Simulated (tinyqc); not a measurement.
Inside a calculation (part 2 of 4). Method: UHF in the sto-3g basis, for NH3+, spin multiplicity 2. This run ends on a higher stationary point, not on the lowest solution. Computed by tinyqc, a small Python program that keeps every step (integrals from PySCF). Command: `OMP_NUM_THREADS=1 python tinyqc.py 21433 21434 out.jsonl` (the two numbers bound the seeds that draw the settings). One thread of a shared host (Intel(R) Xeon(R) Processor @ 2.60GHz), about 0.2 s of CPU time with the checks.

Geometry (angstrom):
```
atom          x          y         z
N      0.000000   0.000000  0.326000
H      0.977000   0.000000  0.000000
H     -0.489000   0.847000  0.000000
H     -0.489000  -0.847000  0.000000
```

## Iteration 1: building the Fock matrix

D(alpha) at the start:
```
            1N 1s      1N 2s     1N 2px     1N 2py     1N 2pz      2H 1s      3H 1s      4H 1s
1N 1s    0.011301  -0.086937  -0.000056   0.000000  -0.057489   0.051986   0.051885   0.051885
1N 2s   -0.086937   0.805896   0.000782   0.000000   0.145466  -0.592778  -0.590836  -0.590836
1N 2px  -0.000056   0.000782   0.209074   0.000000  -0.000075  -0.491668   0.245271   0.245271
1N 2py   0.000000   0.000000   0.000000   1.457393   0.000000   0.000000  -0.642673   0.642673
1N 2pz  -0.057489   0.145466  -0.000075   0.000000   0.935070   0.152121   0.151531   0.151531
2H 1s    0.051986  -0.592778  -0.491668   0.000000   0.152121   1.663138  -0.069337  -0.069337
3H 1s    0.051885  -0.590836   0.245271  -0.642673   0.151531  -0.069337   1.698745  -0.107268
4H 1s    0.051885  -0.590836   0.245271   0.642673   0.151531  -0.069337  -0.107268   1.698745
```

D(beta) at the start:
```
            1N 1s      1N 2s     1N 2px     1N 2py     1N 2pz      2H 1s      3H 1s      4H 1s
1N 1s    0.011301  -0.086937  -0.000056   0.000000  -0.057489   0.051986   0.051885   0.051885
1N 2s   -0.086937   0.805896   0.000782   0.000000   0.145466  -0.592778  -0.590836  -0.590836
1N 2px  -0.000056   0.000782   0.209074   0.000000  -0.000075  -0.491668   0.245271   0.245271
1N 2py   0.000000   0.000000   0.000000   0.208562   0.000000   0.000000  -0.424736   0.424736
1N 2pz  -0.057489   0.145466  -0.000075   0.000000   0.935070   0.152121   0.151531   0.151531
2H 1s    0.051986  -0.592778  -0.491668   0.000000   0.152121   1.663138  -0.069337  -0.069337
3H 1s    0.051885  -0.590836   0.245271  -0.424736   0.151531  -0.069337   1.660712  -0.069235
4H 1s    0.051885  -0.590836   0.245271   0.424736   0.151531  -0.069337  -0.069235   1.660712
```

core Hamiltonian H = T + V (hartree):
```
             1N 1s      1N 2s     1N 2px     1N 2py     1N 2pz      2H 1s      3H 1s      4H 1s
1N 1s   -25.735605  -5.923414  -0.000026   0.000000   0.014495  -1.421936  -1.418679  -1.418679
1N 2s    -5.923414  -7.767477  -0.000231   0.000000   0.167737  -3.233609  -3.228783  -3.228783
1N 2px   -0.000026  -0.000231  -6.463541   0.000000   0.000106  -2.328626   1.163137   1.163137
1N 2py    0.000000   0.000000   0.000000  -6.463349   0.000000   0.000000  -2.014768   2.014768
1N 2pz    0.014495   0.167737   0.000106   0.000000  -6.331476   0.824633   0.823024   0.823024
2H 1s    -1.421936  -3.233609  -2.328626   0.000000   0.824633  -4.588874  -1.146341  -1.146341
3H 1s    -1.418679  -3.228783   1.163137  -2.014768   0.823024  -1.146341  -4.585789  -1.144549
4H 1s    -1.418679  -3.228783   1.163137   2.014768   0.823024  -1.146341  -1.144549  -4.585789
```

nuclear repulsion = 11.72024279 hartree

Given earlier and not repeated: Two-electron integrals (ij|kl) in chemists' order.

J_ij = sum D_kl (ij|kl) with D = D(alpha) + D(beta), K_ij = sum D_kl (ik|jl) for each spin; F = H + J - K(s); E = tr D H + tr D J / 2 - 0.5 sum_s tr D(s) K(s) + E_nn.

Coulomb J (hartree):
```
           1N 1s      1N 2s     1N 2px     1N 2py     1N 2pz      2H 1s      3H 1s      4H 1s
1N 1s   5.748404   1.324387   0.001331   0.000000   0.016044   0.314824   0.314230   0.314230
1N 2s   1.324387   4.750348   0.010601   0.000000  -0.021440   2.150195   2.151816   2.151816
1N 2px  0.001331   0.010601   4.716626   0.000000  -0.000970   1.790361  -0.890141  -0.890141
1N 2py  0.000000   0.000000   0.000000   4.801813   0.000000   0.000000   1.565507  -1.565507
1N 2pz  0.016044  -0.021440  -0.000970   0.000000   4.728533  -0.613148  -0.612436  -0.612436
2H 1s   0.314824   2.150195   1.790361   0.000000  -0.613148   4.074534   0.798984   0.798984
3H 1s   0.314230   2.151816  -0.890141   1.565507  -0.612436   0.798984   4.093061   0.795049
4H 1s   0.314230   2.151816  -0.890141  -1.565507  -0.612436   0.798984   0.795049   4.093061
```

exchange K(alpha) (hartree):
```
           1N 1s     1N 2s     1N 2px     1N 2py     1N 2pz      2H 1s      3H 1s      4H 1s
1N 1s   0.058960  0.070236   0.000858   0.000000   0.010974   0.015443   0.017760   0.017760
1N 2s   0.070236  0.442246   0.008660   0.000000   0.235449   0.224249   0.237853   0.237853
1N 2px  0.000858  0.008660   0.178745   0.000000  -0.000967   0.182526  -0.087194  -0.087194
1N 2py  0.000000  0.000000   0.000000   0.910557   0.000000   0.000000   0.312641  -0.312641
1N 2pz  0.010974  0.235449  -0.000967   0.000000   0.767466  -0.028435  -0.028337  -0.028337
2H 1s   0.015443  0.224249   0.182526   0.000000  -0.028435   0.721997   0.100216   0.100216
3H 1s   0.017760  0.237853  -0.087194   0.312641  -0.028337   0.100216   0.770735   0.070456
4H 1s   0.017760  0.237853  -0.087194  -0.312641  -0.028337   0.100216   0.070456   0.770735
```

exchange K(beta) (hartree):
```
            1N 1s     1N 2s     1N 2px     1N 2py     1N 2pz      2H 1s      3H 1s      4H 1s
1N 1s    0.033831  0.033138  -0.000002   0.000000   0.010401   0.005507   0.005495   0.005495
1N 2s    0.033138  0.281695   0.000096   0.000000   0.229740   0.172862   0.172685   0.172685
1N 2px  -0.000002  0.000096   0.136155   0.000000   0.000058   0.169151  -0.084497  -0.084497
1N 2py   0.000000  0.000000   0.000000   0.136079   0.000000   0.000000   0.146395  -0.146395
1N 2pz   0.010401  0.229740   0.000058   0.000000   0.724022  -0.026577  -0.026539  -0.026539
2H 1s    0.005507  0.172862   0.169151   0.000000  -0.026577   0.700232   0.079859   0.079859
3H 1s    0.005495  0.172685  -0.084497   0.146395  -0.026539   0.079859   0.700563   0.079763
4H 1s    0.005495  0.172685  -0.084497  -0.146395  -0.026539   0.079859   0.079763   0.700563
```

F(alpha) (hartree):
```
             1N 1s      1N 2s     1N 2px     1N 2py     1N 2pz      2H 1s      3H 1s      4H 1s
1N 1s   -20.046161  -4.669262   0.000447   0.000000   0.019564  -1.122555  -1.122209  -1.122209
1N 2s    -4.669262  -3.459376   0.001709   0.000000  -0.089152  -1.307663  -1.314820  -1.314820
1N 2px    0.000447   0.001709  -1.925661   0.000000   0.000103  -0.720791   0.360191   0.360191
1N 2py    0.000000   0.000000   0.000000  -2.572093   0.000000   0.000000  -0.761903   0.761903
1N 2pz    0.019564  -0.089152   0.000103   0.000000  -2.370408   0.239920   0.238926   0.238926
2H 1s    -1.122555  -1.307663  -0.720791   0.000000   0.239920  -1.236337  -0.447574  -0.447574
3H 1s    -1.122209  -1.314820   0.360191  -0.761903   0.238926  -0.447574  -1.263462  -0.419956
4H 1s    -1.122209  -1.314820   0.360191   0.761903   0.238926  -0.447574  -0.419956  -1.263462
```

F(beta) (hartree):
```
             1N 1s      1N 2s     1N 2px     1N 2py     1N 2pz      2H 1s      3H 1s      4H 1s
1N 1s   -20.021032  -4.632165   0.001306   0.000000   0.020137  -1.112618  -1.109944  -1.109944
1N 2s    -4.632165  -3.298824   0.010274   0.000000  -0.083442  -1.256276  -1.249652  -1.249652
1N 2px    0.001306   0.010274  -1.883071   0.000000  -0.000922  -0.707417   0.357493   0.357493
1N 2py    0.000000   0.000000   0.000000  -1.797614   0.000000   0.000000  -0.595657   0.595657
1N 2pz    0.020137  -0.083442  -0.000922   0.000000  -2.326964   0.238062   0.237127   0.237127
2H 1s    -1.112618  -1.256276  -0.707417   0.000000   0.238062  -1.214572  -0.427216  -0.427216
3H 1s    -1.109944  -1.249652   0.357493  -0.595657   0.237127  -0.427216  -1.193290  -0.429263
4H 1s    -1.109944  -1.249652   0.357493   0.595657   0.237127  -0.427216  -0.429263  -1.193290
```

total energy of this density = -15.25818281 hartree

## Iteration 1: diagonalisation and new density

X:
```
            1N 1s      1N 2s     1N 2px     1N 2py     1N 2pz      2H 1s      3H 1s      4H 1s
1N 1s    1.025161  -0.154806  -0.000017   0.000000   0.009145   0.022864   0.022846   0.022846
1N 2s   -0.154806   1.389676   0.000329   0.000000  -0.102286  -0.313757  -0.313017  -0.313017
1N 2px  -0.000017   0.000329   1.148543   0.000000  -0.000108  -0.304688   0.152128   0.152128
1N 2py   0.000000   0.000000   0.000000   1.148297   0.000000   0.000000  -0.263444   0.263444
1N 2pz   0.009145  -0.102286  -0.000108   0.000000   1.028427   0.087503   0.087245   0.087245
2H 1s    0.022864  -0.313757  -0.304688   0.000000   0.087503   1.241247  -0.050785  -0.050785
3H 1s    0.022846  -0.313017   0.152128  -0.263444   0.087245  -0.050785   1.240500  -0.050704
4H 1s    0.022846  -0.313017   0.152128   0.263444   0.087245  -0.050785  -0.050704   1.240500
```

Diagonalise F' = X^T F X, C = X C', fill 5 alpha and 4 beta electrons from the bottom; D(s) = C_occ C_occ^T. Each column has its largest component positive (the first on a tie).

F' = X^T F X (alpha) (hartree):
```
            1          2          3          4          5          6          7          8
1  -19.801005  -2.021520   0.000008   0.000000   0.031110  -0.224315  -0.224537  -0.224537
2   -2.021520  -2.630889  -0.000910   0.000000  -0.106869  -0.310669  -0.324249  -0.324249
3    0.000008  -0.000910  -1.893733   0.000000  -0.000002  -0.185604   0.092923   0.092923
4    0.000000   0.000000   0.000000  -2.586671   0.000000   0.000000  -0.170401   0.170401
5    0.031110  -0.106869  -0.000002   0.000000  -2.371965   0.042249   0.042405   0.042405
6   -0.224315  -0.310669  -0.185604   0.000000   0.042249  -0.784722  -0.048699  -0.048699
7   -0.224537  -0.324249   0.092923  -0.170401   0.042405  -0.048699  -0.776032  -0.049388
8   -0.224537  -0.324249   0.092923   0.170401   0.042405  -0.048699  -0.049388  -0.776032
```

orbital energies (alpha) (hartree): MO1 -20.046396, MO2 -2.617386, MO3 -2.582395, MO4 -2.343586, MO5 -1.936711, MO6 -0.710587, MO7 -0.695930, MO8 -0.688060

coefficients C (alpha):
```
              MO1        MO2        MO3        MO4        MO5        MO6        MO7        MO8
1N 1s    1.000917   0.000000  -0.235312   0.101672  -0.000339   0.089700   0.000000  -0.031311
1N 2s   -0.005145   0.000000   1.074347  -0.491359   0.001407  -0.879890   0.000000   0.300235
1N 2px   0.000048   0.000000   0.001448  -0.000473   1.059306  -0.185122   0.000000  -0.549427
1N 2py   0.000000   1.091978   0.000000   0.000000   0.000000   0.000000  -0.514758   0.000000
1N 2pz  -0.000408   0.000000   0.336242   0.960146  -0.000221   0.224652   0.000000  -0.075357
2H 1s    0.001590   0.000000  -0.089888   0.083952  -0.103161   1.034484   0.000000   0.805840
3H 1s    0.001764  -0.145896  -0.082005   0.080366   0.051923   0.513286   0.939000  -0.748530
4H 1s    0.001764   0.145896  -0.082005   0.080366   0.051923   0.513286  -0.939000  -0.748530
```

F' = X^T F X (beta) (hartree):
```
            1          2          3          4          5          6          7          8
1  -19.782080  -2.004435  -0.000094   0.000000   0.030571  -0.225131  -0.224586  -0.224586
2   -2.004435  -2.470479   0.013822   0.000000  -0.102147  -0.306163  -0.298698  -0.298698
3   -0.000094   0.013822  -1.847724   0.000000  -0.001319  -0.184944   0.094374   0.094374
4    0.000000   0.000000   0.000000  -1.755588   0.000000   0.000000  -0.162159   0.162159
5    0.030571  -0.102147  -0.001319   0.000000  -2.328049   0.042787   0.042777   0.042777
6   -0.225131  -0.306163  -0.184944   0.000000   0.042787  -0.781087  -0.047303  -0.047303
7   -0.224586  -0.298698   0.094374  -0.162159   0.042777  -0.047303  -0.760872  -0.048035
8   -0.224586  -0.298698   0.094374   0.162159   0.042777  -0.047303  -0.048035  -0.760872
```

orbital energies (beta) (hartree): MO1 -20.021548, MO2 -2.444075, MO3 -2.278374, MO4 -1.892072, MO5 -1.803794, MO6 -0.701814, MO7 -0.680443, MO8 -0.664630

coefficients C (beta):
```
              MO1        MO2        MO3        MO4        MO5        MO6        MO7        MO8
1N 1s    1.001429  -0.203873   0.150903  -0.006053   0.000000   0.092163  -0.029023   0.000000
1N 2s   -0.007691   0.928922  -0.717521   0.027222   0.000000  -0.893391   0.288703   0.000000
1N 2px  -0.000106  -0.019982   0.023610   1.055000   0.000000  -0.188507  -0.555658   0.000000
1N 2py   0.000000   0.000000   0.000000   0.000000   1.047097   0.000000   0.000000  -0.600817
1N 2pz  -0.000254   0.547309   0.857039  -0.007707   0.000000   0.226858  -0.074164   0.000000
2H 1s    0.002229  -0.053195   0.088353  -0.096885   0.000000   1.034705   0.809115   0.000000
3H 1s    0.002139  -0.063144   0.097831   0.047052  -0.069991   0.515618  -0.746997   0.947686
4H 1s    0.002139  -0.063144   0.097831   0.047052   0.069991   0.515618  -0.746997  -0.947686
```

D(alpha) after iteration 1:
```
            1N 1s      1N 2s     1N 2px     1N 2py     1N 2pz      2H 1s      3H 1s      4H 1s
1N 1s    1.067544  -0.307915  -0.000701   0.000000   0.018090   0.031314   0.029216   0.029216
1N 2s   -0.307915   1.395684   0.003279   0.000000  -0.110534  -0.137975  -0.127526  -0.127526
1N 2px  -0.000701   0.003279   1.122132   0.000000  -0.000201  -0.109449   0.054845   0.054845
1N 2py   0.000000   0.000000   0.000000   1.192417   0.000000   0.000000  -0.159315   0.159315
1N 2pz   0.018090  -0.110534  -0.000201   0.000000   1.034940   0.050404   0.049578   0.049578
2H 1s    0.031314  -0.137975  -0.109449   0.000000   0.050404   0.025773   0.008765   0.008765
3H 1s    0.029216  -0.127526   0.054845  -0.159315   0.049578   0.008765   0.037168  -0.005403
4H 1s    0.029216  -0.127526   0.054845   0.159315   0.049578   0.008765  -0.005403   0.037168
```

D(beta) after iteration 1:
```
            1N 1s      1N 2s     1N 2px    1N 2py     1N 2pz      2H 1s      3H 1s      4H 1s
1N 1s    1.067234  -0.305525   0.001144  0.000000   0.017540   0.026996   0.029494   0.029494
1N 2s   -0.305525   1.378534  -0.006782  0.000000  -0.106744  -0.115464  -0.127587  -0.127587
1N 2px   0.001144  -0.006782   1.113982  0.000000   0.001168  -0.099065   0.053211   0.053211
1N 2py   0.000000   0.000000   0.000000  0.000000   0.000000   0.000000   0.000000   0.000000
1N 2pz   0.017540  -0.106744   0.001168  0.000000   1.034123   0.047354   0.048923   0.048923
2H 1s    0.026996  -0.115464  -0.099065  0.000000   0.047354   0.020028   0.007449   0.007449
3H 1s    0.029494  -0.127587   0.053211  0.000000   0.048923   0.007449   0.015776   0.015776
4H 1s    0.029494  -0.127587   0.053211  0.000000   0.048923   0.007449   0.015776   0.015776
```

## Iteration 2: building the Fock matrix

As before.

Coulomb J (hartree):
```
            1N 1s      1N 2s     1N 2px     1N 2py     1N 2pz      2H 1s      3H 1s      4H 1s
1N 1s   15.333792   2.868005  -0.000276   0.000000  -0.002997   0.687441   0.685610   0.685610
1N 2s    2.868005   6.983460  -0.002129   0.000000  -0.001431   2.819926   2.805378   2.805378
1N 2px  -0.000276  -0.002129   7.002043   0.000000   0.000251   2.187418  -1.089937  -1.089937
1N 2py   0.000000   0.000000   0.000000   6.918645   0.000000   0.000000   1.868949  -1.868949
1N 2pz  -0.002997  -0.001431   0.000251   0.000000   7.009580  -0.730142  -0.726236  -0.726236
2H 1s    0.687441   2.819926   2.187418   0.000000  -0.730142   4.297748   0.968485   0.968485
3H 1s    0.685610   2.805378  -1.089937   1.868949  -0.726236   0.968485   4.255800   0.968135
4H 1s    0.685610   2.805378  -1.089937  -1.868949  -0.726236   0.968485   0.968135   4.255800
```

exchange K(alpha) (hartree):
```
            1N 1s      1N 2s     1N 2px     1N 2py     1N 2pz      2H 1s      3H 1s      4H 1s
1N 1s    4.292674   0.745951   0.000319   0.000000  -0.000415   0.187694   0.187026   0.187026
1N 2s    0.745951   1.254901   0.002663   0.000000  -0.002539   0.466015   0.463280   0.463280
1N 2px   0.000319   0.002663   1.032390   0.000000  -0.000079   0.293269  -0.144159  -0.144159
1N 2py   0.000000   0.000000   0.000000   1.034228   0.000000   0.000000   0.238177  -0.238177
1N 2pz  -0.000415  -0.002539  -0.000079   0.000000   1.034655  -0.094369  -0.093672  -0.093672
2H 1s    0.187694   0.466015   0.293269   0.000000  -0.094369   0.298818   0.142374   0.142374
3H 1s    0.187026   0.463280  -0.144159   0.238177  -0.093672   0.142374   0.285080   0.148335
4H 1s    0.187026   0.463280  -0.144159  -0.238177  -0.093672   0.142374   0.148335   0.285080
```

exchange K(beta) (hartree):
```
            1N 1s      1N 2s     1N 2px     1N 2py     1N 2pz      2H 1s      3H 1s      4H 1s
1N 1s    4.268073   0.709567  -0.000433   0.000000  -0.000795   0.178097   0.174755   0.174755
1N 2s    0.709567   1.094077  -0.003996   0.000000  -0.006982   0.419938   0.394874   0.394874
1N 2px  -0.000433  -0.003996   0.990212   0.000000   0.000303   0.284532  -0.140421  -0.140421
1N 2py   0.000000   0.000000   0.000000   0.256095   0.000000   0.000000   0.057837  -0.057837
1N 2pz  -0.000795  -0.006982   0.000303   0.000000   0.991000  -0.093335  -0.091022  -0.091022
2H 1s    0.178097   0.419938   0.284532   0.000000  -0.093335   0.285514   0.122584   0.122584
3H 1s    0.174755   0.394874  -0.140421   0.057837  -0.091022   0.122584   0.203554   0.161483
4H 1s    0.174755   0.394874  -0.140421  -0.057837  -0.091022   0.122584   0.161483   0.203554
```

F(alpha) (hartree):
```
             1N 1s      1N 2s     1N 2px     1N 2py     1N 2pz      2H 1s      3H 1s      4H 1s
1N 1s   -14.694486  -3.801359  -0.000621   0.000000   0.011913  -0.922189  -0.920095  -0.920095
1N 2s    -3.801359  -2.038918  -0.005024   0.000000   0.168846  -0.879699  -0.886685  -0.886685
1N 2px   -0.000621  -0.005024  -0.493888   0.000000   0.000437  -0.434478   0.217359   0.217359
1N 2py    0.000000   0.000000   0.000000  -0.578932   0.000000   0.000000  -0.383996   0.383996
1N 2pz    0.011913   0.168846   0.000437   0.000000  -0.356551   0.188860   0.190460   0.190460
2H 1s    -0.922189  -0.879699  -0.434478   0.000000   0.188860  -0.589944  -0.320230  -0.320230
3H 1s    -0.920095  -0.886685   0.217359  -0.383996   0.190460  -0.320230  -0.615068  -0.324748
4H 1s    -0.920095  -0.886685   0.217359   0.383996   0.190460  -0.320230  -0.324748  -0.615068
```

F(beta) (hartree):
```
             1N 1s      1N 2s     1N 2px     1N 2py     1N 2pz      2H 1s      3H 1s      4H 1s
1N 1s   -14.669885  -3.764976   0.000131   0.000000   0.012293  -0.912592  -0.907824  -0.907824
1N 2s    -3.764976  -1.878093   0.001635   0.000000   0.173288  -0.833621  -0.818278  -0.818278
1N 2px    0.000131   0.001635  -0.451710   0.000000   0.000055  -0.425740   0.213621   0.213621
1N 2py    0.000000   0.000000   0.000000   0.199201   0.000000   0.000000  -0.203656   0.203656
1N 2pz    0.012293   0.173288   0.000055   0.000000  -0.312896   0.187826   0.187810   0.187810
2H 1s    -0.912592  -0.833621  -0.425740   0.000000   0.187826  -0.576640  -0.300440  -0.300440
3H 1s    -0.907824  -0.818278   0.213621  -0.203656   0.187810  -0.300440  -0.533542  -0.337896
4H 1s    -0.907824  -0.818278   0.213621   0.203656   0.187810  -0.300440  -0.337896  -0.533542
```

total energy of this density = -53.69162841 hartree
